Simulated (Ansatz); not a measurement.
**One shape, several levels: BH2Cl (SMILES BCl)**

We compute a comparison of 3 runs (HF/STO-3G, B3LYP/6-31G*, PBE0/def2-SVP) of BH2Cl. 

Program for the calculation: Ansatz 0.2.0.

10 further runs of the same task are left out: 3 that didn't finish, 7 set aside as unsound or not needed.

### 1 The molecule

The species is BH2Cl (4 atoms), meant as a singlet with charge 0. As SMILES, `BCl`. Geometry: relaxed at PBE0-D4/def2-TZVP.

Bond lengths: B1–Cl2 1.733 Å, B1–H3 1.190 Å, B1–H4 1.190 Å. Angles: Cl2–B1–H3 118.1°, Cl2–B1–H4 118.1°, H3–B1–H4 123.7°.

### 2 Energy and forces at HF/STO-3G (run 1)

File job.yaml:

```yaml
crystal:
  periodic: [false, false, false]
  atoms:
    - {symbol: B, position_ang: [-0.116700, 0.021700, -0.075300]}
    - {symbol: Cl, position_ang: [1.365000, -0.395300, 0.721200]}
    - {symbol: H, position_ang: [-1.106200, -0.559500, 0.240400]}
    - {symbol: H, position_ang: [-0.086600, 0.872800, -0.906600]}
basis:
  gaussian:
    orbitals: STO-3G
accuracy: high
hamiltonian:
  xc: hf
output: {forces: true, orbitals: {seedname: orbitals}}
```

Launch:

```sh
ansatz run job.yaml --threads 1 --pin off --max-ram 2610MiB --events-out events.jsonl --progress --plain --runs-dir runs
```

Log:

```text
Warning: RAYON_NUM_THREADS=1 ignored (pool sized by the plan → 1); use --threads N
Functional definition: HF
  name "HF"
  exchange = exact_x
  correlation = 0
263 factors; integrals over basis functions are off by at most 2.8e-8 eV
mean field evaluation 1: about -13063.6476 eV, gradient 1.7e1 eV
mean field evaluation 2: about -13063.6700 eV, gradient 1.7e1 eV
mean field evaluation 4: about -13064.9627 eV, gradient 8.6e-1 eV
mean field evaluation 8: about -13064.9657 eV, gradient 4.6e-6 eV
mean field -13064.96573360 eV, -480.1286349581 hartree, gradient 9.6e-8 eV, S^2 0.000000; 0 other end points of the search recorded, 0 dependent functions left out
the calculation of the forces begins
reference -13064.96573360 eV, -480.1286349581 hartree; 12, 12 occupied and 4, 4 virtual orbitals, 263 factors
Total energy: -13064.96573360 eV, -480.1286349581 hartree
Atom 0 at    -0.116700     0.021700    -0.075300 Å, force    -1.597639     0.447066    -0.856148 eV/Å
Atom 1 at     1.365000    -0.395300     0.721200 Å, force     1.004730    -0.282579     0.539885 eV/Å
Atom 2 at    -1.106200    -0.559500     0.240400 Å, force     0.745217     0.547347    -0.345900 eV/Å
Atom 3 at    -0.086600     0.872800    -0.906600 Å, force    -0.152308    -0.711834     0.662162 eV/Å
Dipole moment:    -0.267157     0.075197    -0.143628 e Å
```

Run time: 0.27 s. Hardware: 1 thread of AMD EPYC 7R43 (Zen 3), shared host.

### 3 Energy and gradient at B3LYP/6-31G(d) (spherical functions) (run 2)

File in.yaml:

```yaml
crystal:
  periodic: [false, false, false]
  atoms:
    - {symbol: B, position_ang: [-0.116700, 0.021700, -0.075300]}
    - {symbol: Cl, position_ang: [1.365000, -0.395300, 0.721200]}
    - {symbol: H, position_ang: [-1.106200, -0.559500, 0.240400]}
    - {symbol: H, position_ang: [-0.086600, 0.872800, -0.906600]}
basis:
  gaussian: {orbitals: 6-31G_st_-spherical.json}
hamiltonian: {xc: {name: B3LYP}}
accuracy: high
output: {forces: true, orbitals: {seedname: orbitals}}
```

The basis set 6-31G* is read from a file made from the Basis Set Exchange's data (not shown).

Launch:

```sh
ansatz run in.yaml --threads 1 --pin off --max-ram 2610MiB --events-out events.jsonl --progress --plain --runs-dir runs
```

Log, shortened:

```text
Warning: RAYON_NUM_THREADS=1 ignored (pool sized by the plan → 1); use --threads N
Functional definition: B3LYP
  name "B3LYP"
[...]
741 factors; integrals over basis functions are off by at most 3.1e-9 eV
[...]
mean field -13231.96092808 eV, -486.2655951618 hartree, gradient 3.3e-8 eV, S^2 0.000000; 0 other end points of the search recorded, 0 dependent functions left out
[...]
reference -13231.96095756 eV, -486.2655962452 hartree; 12, 12 occupied and 24, 24 virtual orbitals, 741 factors
Total energy: -13231.96095756 eV, -486.2655962452 hartree
Atom 0 at    -0.116700     0.021700    -0.075300 Å, force    -0.346499     0.095588    -0.184258 eV/Å
Atom 1 at     1.365000    -0.395300     0.721200 Å, force     0.372316    -0.104642     0.199978 eV/Å
Atom 2 at    -1.106200    -0.559500     0.240400 Å, force    -0.004416     0.015818    -0.016783 eV/Å
Atom 3 at    -0.086600     0.872800    -0.906600 Å, force    -0.021401    -0.006764     0.001064 eV/Å
Dipole moment:    -0.117293     0.033031    -0.063076 e Å
```

Run time: 3.3 s. Hardware: 1 thread of AMD EPYC 7R43 (Zen 3), shared host.

### 4 Energy and gradient at PBE0/def2-SVP (run 3)

Changes to in.yaml since step 3:

```diff
@@ -8,5 +8,9 @@
 basis:
-  gaussian: {orbitals: 6-31G_st_-spherical.json}
-hamiltonian: {xc: {name: B3LYP}}
+  gaussian:
+    orbitals: def2-SVP
+hamiltonian:
+  xc: {name: PBE0}
 accuracy: high
-output: {forces: true, orbitals: {seedname: orbitals}}
+output:
+  forces: true
+  orbitals: {seedname: orbitals}
```

Launch:

```sh
ansatz run in.yaml --threads 1 --pin off --max-ram 2610MiB --events-out events.jsonl --progress --plain --runs-dir runs
```

Log, shortened:

```text
Warning: RAYON_NUM_THREADS=1 ignored (pool sized by the plan → 1); use --threads N
Functional definition: PBE0
  name "PBE0"
[...]
857 factors; integrals over basis functions are off by at most 3.8e-9 eV
[...]
mean field -13222.24712324 eV, -485.9086194181 hartree, gradient 7.2e-8 eV, S^2 0.000000; 0 other end points of the search recorded, 0 dependent functions left out
[...]
reference -13222.24712500 eV, -485.9086194828 hartree; 12, 12 occupied and 30, 30 virtual orbitals, 857 factors
Total energy: -13222.24712500 eV, -485.9086194828 hartree
Atom 0 at    -0.116700     0.021700    -0.075300 Å, force     0.146303    -0.043174     0.080713 eV/Å
Atom 1 at     1.365000    -0.395300     0.721200 Å, force     0.125516    -0.035188     0.067312 eV/Å
Atom 2 at    -1.106200    -0.559500     0.240400 Å, force    -0.274757    -0.156560     0.082866 eV/Å
Atom 3 at    -0.086600     0.872800    -0.906600 Å, force     0.002938     0.234921    -0.230892 eV/Å
Dipole moment:    -0.072156     0.020329    -0.038813 e Å
```

Run time: 3.3 s. Hardware: 1 thread of AMD EPYC 7R43 (Zen 3), shared host.

### 5 The series

```
run                               level  energy (Eh)  dipole moment (D)  HOMO energy (eV)  LUMO energy (eV)  wall time
  1                           HF/STO-3G  -480.128635               1.50            -10.58              5.63     0.27 s
  2  B3LYP/6-31G* (spherical functions)  -486.265596               0.66             -8.31             -1.76      3.3 s
  3                       PBE0/def2-SVP  -485.908619               0.41             -8.53             -1.66      3.3 s
```

### 6 Outcome

| quantity | value |
| --- | --- |
| run 3: total energy | -485.90862 Eh |
| run 3: dipole moment | 0.41 D |
| run 3: HOMO energy | -8.53 eV |
| run 3: LUMO energy | -1.66 eV |
| run 3: HOMO–LUMO gap | 6.87 eV |
| run 3: largest force on an atom | 0.329 eV/Å |

The dipole moment (its size) runs from 0.41 D (PBE0/def2-SVP) to 1.50 D (HF/STO-3G). The two ends differ in method and basis. The HOMO–LUMO gap runs from 6.55 eV (B3LYP/6-31G*) to 16.21 eV (HF/STO-3G). Totals of different functionals can't be ranked against each other. In run 1 the basis is minimal, so the values are rough. All runs together took 6.9 s, the longest 3.3 s.
